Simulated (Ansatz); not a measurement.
A short molecular-dynamics run on the cluster Si₂H₃⁻ (the lowest singlet isomer of a short search).

```yaml
crystal:
  periodic: [false, false, false]
  atoms:
    - {symbol: Si, position_ang: [1.649615, 0.100224, 0.445514]}
    - {symbol: Si, position_ang: [-0.331568, -0.166249, -0.441538]}
    - {symbol: H, position_ang: [0.975572, 0.681410, 1.704558]}
    - {symbol: H, position_ang: [-1.707519, 0.136359, 0.100644]}
    - {symbol: H, position_ang: [-0.586100, -0.751745, -1.809187]}
basis:
  gaussian: {orbitals: "6-31G*"}
total_charge: -1
hamiltonian: {xc: {name: revPBE}, dispersion: d3bjatm}
md: {timestep: 1 fs, n_steps: 15, ensemble: nve, temperature: 1000, initial_velocities: maxwell_boltzmann, seed: 212}
scf: {omitted_lower_state_checks: [starts]}
```

```sh
$ ansatz run in.yaml --threads 4 --pin off --events-out ev --progress --plain --max-ram 3916MiB
```

```tsv
step	time (fs)	potential energy (eV)	kinetic (eV)	T (K)	conserved (eV)
0	0.0	-15799.3283	0.3878	1000	-15798.9405
1	1.0	-15799.3057	0.3671	947	-15798.9386
2	2.0	-15799.2389	0.3027	781	-15798.9362
3	3.0	-15799.1619	0.2273	586	-15798.9346
4	4.0	-15799.0992	0.1654	427	-15798.9338
5	5.0	-15799.0628	0.1292	333	-15798.9336
6	6.0	-15799.0558	0.1221	315	-15798.9337
7	7.0	-15799.0765	0.1424	367	-15798.9341
8	8.0	-15799.1192	0.1842	475	-15798.9350
9	9.0	-15799.1704	0.2338	603	-15798.9366
10	10.0	-15799.2060	0.2673	689	-15798.9387
11	11.0	-15799.1962	0.2560	660	-15798.9402
12	12.0	-15799.1265	0.1881	485	-15798.9385
13	13.0	-15799.0311	0.0978	252	-15798.9332
14	14.0	-15798.9892	0.0590	152	-15798.9302
15	15.0	-15799.0443	0.1105	285	-15798.9338
```

Velocities are drawn at the set temperature; a run this short doesn't reach equilibrium.

The 6-31G sets use Cartesian d functions. The highest occupied level of an anion often lies above zero with these methods, and sets without diffuse functions describe the outer electron poorly.

Frames (Å, forces in eV/Å):

```xyz
5
time=0.0 fs
Si    1.650    0.100    0.446    0.651   -0.045   -0.020
Si   -0.332   -0.166   -0.442   -0.131   -0.028   -0.066
H     0.976    0.681    1.705   -0.126    0.120    0.257
H    -1.708    0.136    0.101   -0.308    0.051    0.075
H    -0.586   -0.752   -1.809   -0.086   -0.098   -0.246
5
time=1.0 fs
Si    1.648    0.101    0.445    0.815   -0.133   -0.144
Si   -0.330   -0.163   -0.439   -0.326   -0.425   -0.881
H     0.994    0.652    1.713   -0.228    0.213    0.377
H    -1.711    0.127    0.088   -0.346    0.048    0.104
H    -0.597   -0.813   -1.848    0.085    0.297    0.543
5
time=2.0 fs
Si    1.646    0.101    0.444    0.942   -0.189   -0.210
Si   -0.328   -0.160   -0.438   -0.524   -0.720   -1.396
H     1.010    0.624    1.725   -0.295    0.273    0.441
H    -1.718    0.118    0.077   -0.329    0.034    0.111
H    -0.608   -0.870   -1.882    0.207    0.602    1.055
5
time=3.0 fs
Si    1.645    0.101    0.444    1.019   -0.209   -0.198
Si   -0.327   -0.157   -0.436   -0.731   -0.916   -1.670
H     1.023    0.599    1.741   -0.317    0.297    0.426
H    -1.729    0.109    0.067   -0.259    0.014    0.102
H    -0.616   -0.923   -1.906    0.288    0.814    1.340
5
time=4.0 fs
Si    1.644    0.101    0.443    1.045   -0.196   -0.103
Si   -0.325   -0.154   -0.435   -0.940   -1.035   -1.780
H     1.033    0.577    1.761   -0.296    0.288    0.331
H    -1.742    0.100    0.058   -0.148   -0.010    0.083
H    -0.622   -0.967   -1.917    0.339    0.953    1.468
5
time=5.0 fs
Si    1.643    0.101    0.442    1.027   -0.160    0.058
Si   -0.324   -0.152   -0.435   -1.142   -1.104   -1.789
H     1.040    0.557    1.784   -0.240    0.258    0.173
H    -1.756    0.092    0.049   -0.016   -0.032    0.062
H    -0.624   -1.002   -1.914    0.371    1.038    1.496
5
time=6.0 fs
Si    1.643    0.101    0.441    0.978   -0.116    0.253
Si   -0.324   -0.150   -0.436   -1.318   -1.136   -1.733
H     1.045    0.540    1.809   -0.166    0.220   -0.017
H    -1.770    0.083    0.041    0.118   -0.048    0.046
H    -0.623   -1.028   -1.897    0.388    1.081    1.451
5
time=7.0 fs
Si    1.643    0.101    0.440    0.910   -0.074    0.453
Si   -0.324   -0.149   -0.437   -1.449   -1.129   -1.617
H     1.049    0.526    1.834   -0.087    0.183   -0.210
H    -1.783    0.073    0.034    0.235   -0.056    0.039
H    -0.618   -1.043   -1.865    0.391    1.076    1.335
5
time=8.0 fs
Si    1.643    0.101    0.440    0.831   -0.040    0.631
Si   -0.324   -0.148   -0.438   -1.513   -1.064   -1.414
H     1.051    0.513    1.856   -0.013    0.156   -0.379
H    -1.794    0.063    0.027    0.322   -0.055    0.045
H    -0.610   -1.047   -1.821    0.373    1.002    1.117
5
time=9.0 fs
Si    1.644    0.101    0.440    0.748   -0.017    0.771
Si   -0.325   -0.147   -0.440   -1.490   -0.898   -1.074
H     1.054    0.501    1.875    0.050    0.141   -0.510
H    -1.802    0.052    0.021    0.369   -0.044    0.065
H    -0.598   -1.042   -1.767    0.323    0.819    0.749
5
time=10.0 fs
Si    1.645    0.101    0.439    0.666   -0.007    0.863
Si   -0.326   -0.147   -0.443   -1.367   -0.581   -0.539
H     1.057    0.491    1.890    0.097    0.137   -0.594
H    -1.807    0.041    0.015    0.373   -0.026    0.097
H    -0.582   -1.029   -1.705    0.231    0.477    0.173
5
time=11.0 fs
Si    1.646    0.101    0.440    0.589   -0.008    0.904
Si   -0.328   -0.146   -0.445   -1.141   -0.074    0.223
H     1.060    0.482    1.898    0.127    0.145   -0.628
H    -1.807    0.030    0.010    0.333   -0.003    0.137
H    -0.565   -1.012   -1.641    0.092   -0.060   -0.636
5
time=12.0 fs
Si    1.648    0.101    0.440    0.522   -0.020    0.891
Si   -0.331   -0.146   -0.448   -0.839    0.588    1.140
H     1.066    0.474    1.901    0.136    0.164   -0.612
H    -1.805    0.019    0.006    0.256    0.021    0.182
H    -0.547   -0.995   -1.584   -0.075   -0.752   -1.601
5
time=13.0 fs
Si    1.649    0.101    0.441    0.471   -0.043    0.823
Si   -0.333   -0.146   -0.450   -0.529    1.213    1.947
H     1.072    0.468    1.897    0.124    0.191   -0.546
H    -1.800    0.008    0.004    0.150    0.041    0.224
H    -0.529   -0.986   -1.541   -0.217   -1.402   -2.448
5
time=14.0 fs
Si    1.651    0.100    0.442    0.441   -0.077    0.701
Si   -0.336   -0.145   -0.452   -0.292    1.481    2.252
H     1.079    0.464    1.889    0.088    0.227   -0.432
H    -1.794   -0.003    0.004    0.029    0.053    0.257
H    -0.513   -0.990   -1.523   -0.266   -1.684   -2.777
5
time=15.0 fs
Si    1.653    0.100    0.444    0.432   -0.120    0.527
Si   -0.339   -0.144   -0.452   -0.157    1.210    1.867
H     1.088    0.462    1.876    0.030    0.271   -0.274
H    -1.787   -0.013    0.007   -0.091    0.054    0.276
H    -0.500   -1.010   -1.531   -0.214   -1.415   -2.395
```

It took 3.5 s on 4 threads of AMD EPYC 7B13 on a shared host.
